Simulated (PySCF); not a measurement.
Identify the unknown among the candidates.

All candidates are C4H4O2.

| technique | computed result |
| --- | --- |
| Polarisability | 58.9 au [PBE0/def2-SVPD] |
| 13C NMR | chemical shifts (computed TMS as zero) by class: 231.3 (1 C), 170.1 (1 C), 89.8 (1 C), 83.2 (1 C) ppm [GIAO PBE0/pcSseg-1] |
| NMR, other nuclei | isotropic shieldings of nuclei other than C and H, by class: -92 (1 O), 121 (1 O) ppm [GIAO PBE0/pcSseg-1] |
| UV, first state | lowest singlet excitation: 4.89 eV (254 nm, f = 0.000) [TDDFT PBE0/def2-SVPD] |
| Triplet | lowest triplet excitation (Tamm–Dancoff): 4.06 eV [TDA PBE0/def2-SVPD] |
| Rotational structure | rotational constants A, B, C: 10.614, 2.149, 1.809 GHz [GFN2-xTB] |
| Dipole | 1.72 D [PBE0/def2-SVPD] |
| UV, strongest line | among the 6 lowest singlet transitions: S4 at 6.30 eV (197 nm, f = 0.265) [TDDFT PBE0/def2-SVPD] |
| 1H NMR | chemical shifts (computed TMS as zero) by class: 5.94 (1 H), 5.77 (1 H), 5.45 (2 H) ppm [GIAO PBE0/pcSseg-1] |

Electronic properties: PySCF, gas phase, density fitting. Levels stand in brackets. One conformer (not necessarily the lowest) at the GFN2-xTB geometry, without solvent, vibrations or thermal averaging. NMR classes are plain means over equivalent atoms (diastereotopic ones count apart unless rotation or inversion swaps them), as if these changed places fast.

**Question.** Which candidate is it?
A. `O=C1C=CCO1`
B. `C1=COC=CO1`
C. `O=C1CC=CO1`
D. `C=C=CC(=O)O`
E. `C=C(C=O)C=O`

**Answer.** D. It is `C=C=CC(=O)O`. Numbering: `[CH2:1]=[C:2]=[CH:3][C:4](=[O:5])[OH:6]`. Its formula, C4H4O2, gives 3 degrees of unsaturation: 0 rings and 3 π bonds in the structure found. 4 carbons fall into 4 classes; from least to most shielded: central carbon of cumulated double bonds [C2] (231.3 ppm), carboxylic acid carbon [C4] (170.1 ppm), outer carbon of cumulated double bonds [C3] (89.8 ppm), outer carbon of cumulated double bonds [C1] (83.2 ppm). Hydrogen classes from least to most shielded: 1 H on an acid hydroxyl oxygen, O6 (5.94 ppm), 1 H on an outer carbon of cumulated double bonds, C3 (5.77 ppm), 2 H on an outer carbon of cumulated double bonds, C1 (5.45 ppm). The other shieldings belong to: -92 ppm, acid carbonyl oxygen [O5]; 121 ppm, acid hydroxyl oxygen [O6]. S1 is mainly HOMO→LUMO (weight 0.97); the largest Löwdin shares of the orbital it empties are 0.49 on the acid carbonyl oxygen, 0.12 on an outer carbon of cumulated double bonds, 0.09 on an outer carbon of cumulated double bonds and 0.09 on the central carbon of cumulated double bonds, of the orbital it fills 0.26 on the central carbon of cumulated double bonds, 0.19 on the carboxylic acid carbon, 0.16 on an outer carbon of cumulated double bonds and 0.13 on the acid carbonyl oxygen. The optimised geometry has point group Cs and is an asymmetric top.

The others, at the same levels:
- `C1=COC=CO1` fails: it has 1 carbon class against 4; its computed 13C shifts are 134.5 (4 C) ppm, 1H shifts are 5.41 (4 H) ppm and rotational constant A is 6.312 GHz (against 10.614 GHz).
- `O=C1C=CCO1` fails: its computed 13C shifts are 176.1 (1 C), 159.4 (1 C), 132.0 (1 C), 74.5 (1 C) ppm, 1H shifts are 7.54 (1 H), 6.31 (1 H), 5.02 (2 H) ppm and rotational constant A is 8.343 GHz (against 10.614 GHz).
- `C=C(C=O)C=O` fails: it has 3 carbon classes against 4; its computed 13C shifts are 195.5 (2 C), 152.8 (1 C), 146.0 (1 C) ppm, 1H shifts are 10.28 (2 H), 7.10 (2 H) ppm and rotational constant A is 6.518 GHz (against 10.614 GHz).
- `O=C1CC=CO1` fails: its computed 13C shifts are 179.8 (1 C), 152.3 (1 C), 112.3 (1 C), 35.7 (1 C) ppm, 1H shifts are 6.92 (1 H), 5.60 (1 H), 3.11 (2 H) ppm and rotational constant A is 8.409 GHz (against 10.614 GHz).

Each candidate is one conformer, not necessarily the lowest. Dipoles, sizes and rotational constants follow the conformer. The torsions of the flexible species, by atom-mapped SMILES:
- `[CH2:1]=[C:2]=[CH:3][C:4](=[O:5])[OH:6]`: C2–C3–C4–O5 0°, H–O6–C4–C3 180°
- `[CH2:1]=[C:2]([CH:3]=[O:4])[CH:5]=[O:6]`: C1–C2–C3–O4 0°, C1–C2–C5–O6 180°
